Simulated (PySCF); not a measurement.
Species: CH4BCl.
InChI=1S/CH4BCl/c1-2-3/h2H,1H3

Theory: EOM-EE-CCSD/aug-cc-pVDZ in PySCF, restricted Hartree–Fock reference, 7 core orbitals frozen, non-relativistic, gas phase, PBE0-D3(BJ)/def2-SVP geometry.

Problem. What does EOM-EE-CCSD give for the lowest vertical excitations?

Solution. 
| state | E (eV) | cm⁻¹ | main singles (HF orbitals, share of the singles part) |
| --- | --- | --- | --- |
| singlet 1 | 5.76 | 46460 | HOMO→LUMO+7 56 %, HOMO→LUMO+4 27 %, HOMO→LUMO+1 9 % |
| singlet 2 | 7.78 | 62750 | HOMO-1→LUMO+7 54 %, HOMO-1→LUMO+4 26 %, HOMO-1→LUMO+1 9 % |
| singlet 3 | 7.79 | 62830 | HOMO-2→LUMO+7 54 %, HOMO-2→LUMO+4 26 %, HOMO-2→LUMO+1 9 % |
| singlet 4 | 7.97 | 64280 | HOMO→LUMO 53 %, HOMO→LUMO+3 18 % |
| triplet 1 | 5.49 | 44280 | HOMO→LUMO+7 54 %, HOMO→LUMO+4 26 %, HOMO→LUMO+1 9 % |
| triplet 2 | 6.83 | 55090 | HOMO-1→LUMO+7 56 %, HOMO-1→LUMO+4 28 %, HOMO-1→LUMO+1 10 % |

Problem. What is the vertical gap between the lowest excited singlet and the lowest triplet?

Solution. 5.76 − 5.49 = 0.27 eV (26 kJ/mol). Both are led by HOMO→LUMO+7.

The first EOM-IP-CCSD ionisation energy is 10.99 eV, 3.02 eV above the highest singlet listed and 5.23 eV above the lowest.

T1 diagnostic 0.011. EOM-CCSD puts states of mainly double-excitation character too high. An iterative search for so few roots can pass over a low state.

The run took 5.4 min on Arm Neoverse V1, one thread, no GPU, on a shared host, and the process peaked at 1.2 GiB of memory.
